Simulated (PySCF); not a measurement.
# Computed spin Hamiltonian

Species: C₅H₆S (charge +1 and doublet state).
Geometry (GFN2-xTB, Å), atoms numbered from 1 in this order:
```
atom  x, y, z in Å
C1     2.5633   -0.1720    0.2702
C2     1.1492   -0.2303    0.1312
C3    -0.0533   -0.3223    0.0055
C4    -1.4779   -0.4057   -0.1678
C5    -2.1894    0.7865    0.4037
S6    -3.3951    1.5389   -0.3385
H7     3.0077   -1.1031   -0.0917
H8     2.8442   -0.0229    1.3123
H9     2.9675    0.6362   -0.3440
H10   -1.8456   -1.2712    0.4048
H11   -1.7336   -0.5575   -1.2204
H12   -1.8358    1.1227    1.3735
```

The hyperfine couplings belong to this conformer and change with its torsions.

The species is `C(=S)C[C]=[C+]C` [radical] (charge +1).

Theory: UKS B3LYP, pcH-1 on C H S, non-relativistic, mean-field spin-orbit, GIAO in PySCF. Isolated species at its GFN2-xTB geometry (one conformer only). The geometry wasn't refined by DFT: couplings that depend on bond lengths, twists or pyramidal angles can differ widely from those at the functional's own minimum, by a factor of two or more for some ions and for spin on atoms past the first row. The SCF solution wasn't tested for stability.

```
g1, g2, g3                      : 2.00288, 2.00408, 2.01449
g_iso                           : 2.00715
Form of g                       : close to axial: the two nearest values differ by 10 % of g3 − g1
⟨S²⟩                            : 0.7558 (exact 0.7500)
α and β electrons               : 26, 25
HOMO–LUMO gap, α and β orbitals : 3.99, 1.28 eV
```

Isotropic coupling and dipolar principal values T1 to T3, in MHz; ρ(0) is the spin density at the nucleus:

```csv
atom,isotope,a_iso,of which spin–orbit,T1,T2,T3,Mulliken spin population,ρ(0) (bohr⁻³)
C1,13C,-6.8,0.0,-2.1,-1.2,3.2,0.00,-0.0060
C2,13C,4.6,-0.4,-15.6,-13.7,29.2,0.16,0.0044
C3,13C,-5.5,-0.3,-13.1,-9.3,22.4,0.11,-0.0046
C4,13C,23.9,-0.1,-7.4,-6.4,13.7,0.03,0.0213
C5,13C,-22.5,-0.2,-13.9,1.9,12.0,-0.08,-0.0198
S6,33S,16.2,0.5,-70.0,-54.8,124.8,0.70,0.0456
H7,1H,36.2,0.0,-2.2,-1.1,3.3,0.01,0.0081
H8,1H,0.0,0.0,-1.3,-0.9,2.1,0.00,0.0000
H9,1H,48.1,0.0,-2.3,-0.9,3.2,0.02,0.0108
H10,1H,42.4,0.0,-3.3,-0.5,3.7,0.02,0.0095
H11,1H,-3.3,0.0,-5.2,0.1,5.1,0.00,-0.0007
H12,1H,82.0,0.0,-4.5,-1.0,5.5,0.03,0.0183
```

The Mulliken spin populations are largest on S6 (+0.70), C2 (+0.16), C3 (+0.11) and C5 (-0.08).

C3, the radical centre as drawn in `C[C+]=[C]CC=S`, holds a spin population of +0.11 out of 1.

Under fast tumbling the dipolar parts average out, and these isotropic splittings remain: 1 × 1H (H12, I = 1/2, 2 lines) with 2.92 mT, 3 × 1H (H7/H8/H9, I = 1/2, 4 lines) with 1.00 mT and 2 × 1H (H10/H11, I = 1/2, 3 lines) with 0.70 mT.

Nuclei that the bonding pattern makes equivalent are averaged, as if the motion that swaps them (rotation, inversion, ring flip) were fast. The three 1H nuclei of mean +28.1 MHz run from 0.0 to 48.1 MHz in the frozen geometry. The 1H value of +19.5 MHz is a mean of couplings from -3.3 to 42.4 MHz in this one geometry, not an average over conformers.

The 13C coupling of C4 (23.9 MHz) shows only in satellite lines or after enrichment, since that isotope makes up about 1.07 % of natural carbon.

The 33S coupling of S6 (16.2 MHz) shows only in satellite lines or after enrichment, since that isotope makes up about 0.76 % of natural sulfur.

Examples of negative spin density at the nucleus (bohr⁻³): C5 (-0.0198), C1 (-0.0060) and C3 (-0.0046).

Hardware: one thread, Intel Xeon 6975P-C (x86_64), shared host with 192 logical CPUs at a one-minute load of 96. Cost: 35 s wall (with the writing of density and orbital grids), 0.74 GiB resident at most.
